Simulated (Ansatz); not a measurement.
Species: C2H3O, charge 0, multiplicity 2. It need not be the lowest isomer of its formula. SMILES: C[C]=O
Coordinates optimised at B3LYP-D3(BJ)/def2-TZVP (Ansatz, a program for electronic structure):
```
C
H 1 1.0907
H 1 1.0907 2 107.26
H 1 1.0931 2 110.55 3 -120.60
C 1 1.5066 2 108.57 3 117.14
O 5 1.1781 1 128.79 2 121.85
```
Charge 0, spin multiplicity 2.

Wanted: vertical electron affinity (to the singlet state of charge -1; a negative value means that the extra electron is unbound and the number depends on the basis; each state is the SCF solution reached for its spin; for the singlet the Hartree-Fock reference is unstable and T1 is 0.038), in eV. Valence correlation only, unless marked. UHF or UKS for open shells. No spin-orbit coupling. No relativistic terms. Anions need diffuse functions: aug- sets have them; def2-D sets add few. CBS marks a two-point X^-3 extrapolation of the correlation energy; Hartree-Fock from the larger set. The bracket is a focal-point correction in the basis named.

RI-MP2/CBS(aug-cc-pVTZ,aug-cc-pVQZ)+[CCSD(T)-MP2]/aug-cc-pVDZ (Ansatz) gives 0.20 eV.

Q: Another calculation gave -0.12 eV. Which level was it?
(A) SVWN5/def2-TZVPD (Ansatz)
(B) wB97M-V/def2-TZVPD (Ansatz)
(C) r2SCAN/def2-TZVPD (Ansatz)

A: B, wB97M-V/def2-TZVPD (Ansatz). The others give -0.25 (r2SCAN), 0.18 (SVWN5) eV.
